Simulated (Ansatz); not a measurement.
## Elastic constant C13 of some elemental solids other than molecular ones

Method: PBEsol in Ansatz (plane waves, PAW). References are measured values corrected to a static lattice or taken at low temperature (these still hold zero-point motion).

Values in GPa.

| solid | reference | PBEsol | error (%) |
|---|---|---|---|
| hcp Y | 19 | 23.4 | +23 |
| hcp Be | 11§ | 8.90 | -19.1 |
| hcp Ti | 68 | 82.7 | +22 |
| hcp Zr | 64.6 | 72.4 | +12.1 |
| hcp Os | 218† | 234 | +7.3 |
| hcp Mg | 21.7 | 20.1 | -7.4 |
| hcp Zn | 52.8 | 56.0 | +6.1 |

Over these 7 solids the mean error is +6.3 %, the mean absolute error 13.8 % (median 12.1 %), and the worst case hcp Y at +23 %; the value is above the reference in 5 of 7 cases.

All these references are low-temperature values that still hold zero-point motion.

Spin–orbit coupling is left out, also for the solids with elements from indium on (hcp Os); its size isn't shown.

† marks references with one source in our tables, § those from which another value on file, of any temperature, differs by over 15 %.

Differences are worked out from the printed values.

Each level is taken at its own relaxed cell. Ansatz's density-functional and Hartree–Fock values are scalar-relativistic unless marked +SOC, with PAW data made under PBE.

Ansatz's runs of these crystals have no spin polarisation.

Not in this set, of the elemental solids other than molecular ones with a reference value in our tables and a result at some level: 8 for a reference at room or unstated temperature (hcp Cd, hcp Co, body-centred tetragonal In, hcp Re, hcp Ru and 3 more). These can be a level's worst cases. Values held back for tests aren't counted. Layered and molecular crystals are counted apart. The metals Ce to Yb are counted apart.

References as tabulated in Elastic Constants of Yttrium Single Crystals in the Temperature Range 4.2-400 K; Elastic Constants of Single Crystal Beryllium, J. Appl. Phys., doi …; Ferrari et al. (2019), arXiv:1905.01197; Clouet (2012), arXiv:1210.1082 and others.

Ansatz is a program for electronic structure.
